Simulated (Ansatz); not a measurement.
# A ladder of methods for SiNH3 (SMILES [N][SiH3])

SiNH3: 5 atoms, total charge 0, spin state triplet. SMILES: `[N][SiH3]`. The coordinates come from a GFN2-xTB relaxation.

| atom | x (Å) | y (Å) | z (Å) |
| --- | --- | --- | --- |
| N | -1.5366 | 0.3343 | 0.4795 |
| Si | 0.0102 | -0.0023 | -0.0038 |
| H | 0.0649 | -0.3132 | -1.4454 |
| H | 0.5551 | -1.1630 | 0.7272 |
| H | 0.9063 | 1.1442 | 0.2425 |

Each level gives the energy change with the Si2–H3 bond stretched from 1.476 to 3.689 Å (eV). The values are calculated.

| level | kind | program | value (eV) | less FCI/STO-3G | CPU time (all runs) |
| --- | --- | --- | --- | --- | --- |
| UHF/STO-3G | Hartree–Fock | Ansatz | 3.99 | +0.37 | 0.25 s |
| U-revPBE/STO-3G | GGA | Ansatz | 3.86 | +0.24 | 3.2 s |
| UBLYP/STO-3G | GGA | Ansatz | 3.90 | +0.28 | 3 s |
| U-r2SCAN/STO-3G | meta-GGA | Ansatz | 4.17 | +0.55 | 9.2 s |
| UPBE0/STO-3G | global hybrid | Ansatz | 4.26 | +0.64 | 3.2 s |
| UHSE06/STO-3G | range-separated hybrid | Ansatz | 4.26 | +0.64 | 4.2 s |
| UB2PLYP/STO-3G | double hybrid | Ansatz | 4.29 | +0.67 | 6.2 s |
| UMP2/STO-3G | perturbation theory | Ansatz | 4.12 | +0.50 | 0.31 s |
| UCCSDTQ/STO-3G | coupled cluster or CI | Ansatz | 3.62 | 0.00 | 51 s |
| FCI/STO-3G | exact in the basis | Ansatz | 3.62 | 0.00 | 2.5 s |

FCI/STO-3G is exact within its basis and frozen core, so for wave-function methods in that basis the difference is their error; functionals converge differently with the basis, so for them it is only a difference. The first shape isn't each level's own minimum. The values span 3.62 to 4.29 eV. Spin contamination of the reference (⟨S²⟩ at least 0.1 too high) touches UHF/STO-3G, U-r2SCAN/STO-3G, UPBE0/STO-3G, UHSE06/STO-3G, UB2PLYP/STO-3G, UMP2/STO-3G, UCCSDTQ/STO-3G. All rows use very small basis sets, so even the best lies far from the true value. CPU times are rough (shared hosts, several kinds of processor): they show what a rung costs within a factor of a few.
